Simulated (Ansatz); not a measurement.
**CHOSi (quartet): from Hartree-Fock to the top rungs, def2-TZVPP**

The task here is to estimate one member of a computed series from the others.

The runs use Ansatz 0.2.0, Gaussian basis; def2-TZVPP, core rule «outside noble gas», up to 7 orbitals frozen.

To be run: UHF; ROHF; CCSD(T) on UHF.

**The system**

The geometry is a PBE0/def2-TZVP stationary point (not a proven minimum).

4 atoms, charge 0, spin multiplicity 4.

Atoms are counted from 1 here; the program's logs count them from 0.

Bond lengths: O1–C2 1.195 Å, C2–Si3 1.957 Å, C2–H4 1.107 Å. Angles: O1–C2–Si3 126.3°, O1–C2–H4 123.6°, Si3–C2–H4 110.1°.

Set-up of the first run:

Input file in.yaml:

```yaml
crystal:
  periodic: [false, false, false]
  atoms:
    - {symbol: O, position_ang: [0.000000, -0.313583, 1.598105]}
    - {symbol: C, position_ang: [0.000000, 0.436706, 0.668068]}
    - {symbol: Si, position_ang: [0.000000, -0.063363, -1.223700]}
    - {symbol: H, position_ang: [0.000000, 1.539364, 0.769440]}
basis:
  gaussian: {orbitals: def2-TZVPP}
magnetization: {spin_polarized: true, initial_magnetization: 3}
hamiltonian: {xc: hf}
output: {orbitals: {seedname: orbitals}}
```

Run with:

```
> ansatz run in.yaml --threads 1 --pin off --events-out ev --progress --plain --max-ram 4096MiB --backend cpu
```

Steps of the session up to this table: UHF; ROHF; CCSD(T) on UHF.

One table of the session follows, with a row left open; its other results are not shown here.

```
  method  from UCCSD(T) (kJ/mol)
    ROHF                       ?
     UHF                 +1306.4
    UMP2                  +113.4
   UCCSD                   +68.8
UCCSD(T)                       0
```

**Question.** Estimate the row for ROHF.

The run gave: from UCCSD(T) (kJ/mol): +1315.7. In the column «from UCCSD(T) (kJ/mol)» it is the highest.

With the free atoms at the same levels and basis (separate runs), the atomisation energy is 12.943 eV at UCCSD(T), 8.613 eV at ROHF.

Limits of these values: Warnings: coupled cluster took another determinant than the lowest.
